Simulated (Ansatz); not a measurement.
**N2H4 (triplet): wave-function methods side by side at distance N1–H4 along a hydrogen transfer = 0.942 Å, cc-pVDZ**

How much of the correlation energy of N2H4 (triplet) does each wave-function method recover here?

Computed with Ansatz 0.2.0, Gaussian basis. Level: cc-pVDZ, core rule «outside noble gas», up to 2 orbitals frozen.

Plan: UHF; CCSD(T) on ROHF; CCSD(T) on UHF; BCCD(T) on ROHF; CISD; CCSDT(Q) on ROHF; CCSDT(Q) on UHF; CASSCF and MRCISD+Q, 4 electrons in 4 orbitals; CASSCF and NEVPT2, 4 electrons in 4 orbitals; CASSCF and NEVPT2, 10 electrons in 10 orbitals.

8 further runs of the same task are left out: 7 that didn't finish, 1 set aside as unsound or not needed.

## Step 1: The geometry

The geometry derives from fragments relaxed apart (PBE0/def2-TZVP) and kept rigid, so it is no stationary point. A hydrogen atom is moved between rigid fragments.

6 atoms, charge 0, spin multiplicity 3.

Atoms are counted from 1 here; the program's logs count them from 0.

Bond lengths: N1–H2 1.012 Å, N1–H3 1.012 Å, N1–H4 0.942 Å, N5–H6 1.040 Å. Angles: H2–N1–H3 107.1°, H2–N1–H4 107.1°, H3–N1–H4 107.1°.

## Step 2: UHF

The input, in.yaml:

```yaml
crystal:
  periodic: [false, false, false]
  atoms:
    - {symbol: N, position_ang: [-1.239018, 0.013798, -0.027687]}
    - {symbol: H, position_ang: [-1.536298, 0.981632, -0.027687]}
    - {symbol: H, position_ang: [-1.536297, -0.388500, 0.852572]}
    - {symbol: H, position_ang: [-0.297018, 0.013798, -0.027687]}
    - {symbol: N, position_ang: [1.363982, 0.013798, -0.027687]}
    - {symbol: H, position_ang: [1.633064, -0.990428, -0.027687]}
basis:
  gaussian: {orbitals: cc-pVDZ}
magnetization: {spin_polarized: true, initial_magnetization: 2}
hamiltonian: {xc: hf}
output: {orbitals: {seedname: orbitals}}
```

The run is started by

```sh
$ ansatz run in.yaml --threads 1 --pin off --events-out ev --progress --plain --max-ram 2393MiB
```

After this run come: CCSD(T) on ROHF; CCSD(T) on UHF; BCCD(T) on ROHF; CISD; CCSDT(Q) on ROHF; CCSDT(Q) on UHF; CASSCF and MRCISD+Q, 4 electrons in 4 orbitals; CASSCF and NEVPT2, 4 electrons in 4 orbitals; CASSCF and NEVPT2, 10 electrons in 10 orbitals.

Before running them: what should the planned runs give, taken together? Wanted: UCCSDT(Q) below the RHF energy; RMP2 from UCCSDT(Q); UMP2 from UCCSDT(Q); RCCSD from UCCSDT(Q); RCCSD(T) from UCCSDT(Q); UCCSD(T) from UCCSDT(Q); RCCSDT(Q) from UCCSDT(Q); NEVPT2 pair from UCCSDT(Q); NEVPT2 valence from UCCSDT(Q).

**Answer**, as computed:

| quantity | value |
| --- | --- |
| UCCSDT(Q) below the RHF energy | -9.3487 eV |
| RMP2 from UCCSDT(Q) | +110.8 kJ/mol |
| UMP2 from UCCSDT(Q) | +110.6 kJ/mol |
| RCCSD from UCCSDT(Q) | +18.5 kJ/mol |
| RCCSD(T) from UCCSDT(Q) | +2.9 kJ/mol |
| UCCSD(T) from UCCSDT(Q) | +2.8 kJ/mol |
| RCCSDT(Q) from UCCSDT(Q) | +0.1 kJ/mol |
| NEVPT2 pair from UCCSDT(Q) | +103.9 kJ/mol |
| NEVPT2 valence from UCCSDT(Q) | +122.2 kJ/mol |
| levels within 1 kcal/mol (43 meV) | RCCSD(T), UCCSD(T), BCCD(T), RCCSDT, UCCSDT, RCCSDT(Q) |
| T1 diagnostic | 0.015 |
| effectively unpaired electrons | 2.01 |

**Reading.** RCCSD(T) lands +2.9 kJ/mol from the yardstick (0.3 % of the correlation energy). One determinant dominates. Of the multireference levels listed NEVPT2 pair comes nearest in total energy (+103.9 kJ/mol), which doesn't show that its space is the better one. These misses are within one basis, not against nature; the frozen cores of restricted and unrestricted runs differ, which can shift their rows.
